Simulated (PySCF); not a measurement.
Published values to compare with (the computed states carry no symmetry labels, so the two lists aren't matched line by line):

| state | E (eV) | f | kind of transition | source |
| --- | --- | --- | --- | --- |
| 3A1(π→π*) | 3.89 |  | vertical absorption | [1] |
| 1B2(π→π*) | 4.53 |  | 0-0 transition | [2] |
| 3B2(π→π*) | 4.65 |  | vertical absorption | [1] |
| 3A1(π→π*) | 4.70 |  | vertical absorption | [1] |
| 1B2(π→π*) | 4.86 | 0.003 | vertical absorption | [1] |
| 1A1(π→π*) | 5.53 |  | 0-0 transition | [2] |
| 3B2(π→π*) | 5.65 |  | vertical absorption | [1] |
| 1A1(π→π*) | 6.03 | 0.214 | vertical absorption | [1] |
| 1B2(π→π*) | 6.53 |  | absorption maximum | [2] |
| 1A1(π→π*) | 6.62 |  | absorption maximum | [2] |
| 1B1(Ryd) | 6.83 | 0.006 | vertical absorption | [1] |
| 1B2(π→π*) | 6.90 | 0.426 | vertical absorption | [1] |
| 1A2(Ryd) | 6.98 |  | vertical absorption | [1] |
| 1A1(π→π*) | 6.98 | 0.604 | vertical absorption | [1] |
| 1A2(πCN→π*) | 7.05 |  | vertical absorption | [3] |
| 1A2(wCT, π→π*) | 7.05 |  | vertical absorption | [1] |

[1] computed, theoretical best estimate (aug-cc-pVTZ), gas; Loos, Jacquemin, substituted benzenes, arXiv:2401.13809 (2024)
[2] measured, gas; Loos, Jacquemin, substituted benzenes, arXiv:2401.13809 (2024)
[3] computed, theoretical best estimate (aug-cc-pVQZ), gas; Loos, Comin, Blase, Jacquemin, intramolecular charge-transfer excitations (2021), arXiv:2103.02947

Compound: C7H5N.
Bonds: N1–C2 (triple), C2–C3, C3–C4 (aromatic), C4–C5 (aromatic), C5–C6 (aromatic), C6–C7 (aromatic), C7–C8 (aromatic), C3–C8 (aromatic). Hydrogens: H9 on C4; H10 on C5; H11 on C6; H12 on C7; H13 on C8.

Level of theory: TDDFT wB97X-D/def2-SVPD, vertical, gas phase, core orbitals frozen in the response in PySCF 2.14.0, density-fitted response routines. Geometry: GFN2-xTB; no solvent, vibrations or thermal averaging.

Computed singlets: 5.32 eV (f 0.007); 5.80 eV (f 0.211); 6.75 eV (f 0.000); 6.87 eV (f 0.416); 6.95 eV (f 0.600); 7.35 eV (f 0.000); 7.72 eV (f 0.005); 7.77 eV (f 0.000). Computed triplets (Tamm–Dancoff): 3.93, 4.62, 4.80 eV.

How does the lowest computed singlet compare with the best estimate listed for the lowest singlet (vertical absorption)?

5.32 eV against 4.86 eV for 1B2(π→π*) [1]: a difference of +0.46 eV. Geometry and basis of the two calculations needn't be the same.

How does the lowest computed triplet compare with the best estimate listed for the lowest triplet (vertical absorption)?

3.93 eV against 3.89 eV for 3A1(π→π*) [1]: a difference of +0.04 eV. Geometry and basis of the two calculations needn't be the same.

Adiabatic (Te) and 0-0 energies refer to the relaxed excited state and aren't the vertical quantity computed here.

A measured band maximum holds vibronic effects and, in solution, solvent shifts, so it needn't equal the vertical energy.

The run took 33 s of wall time on an Arm Neoverse V1 with one thread, on a shared host.
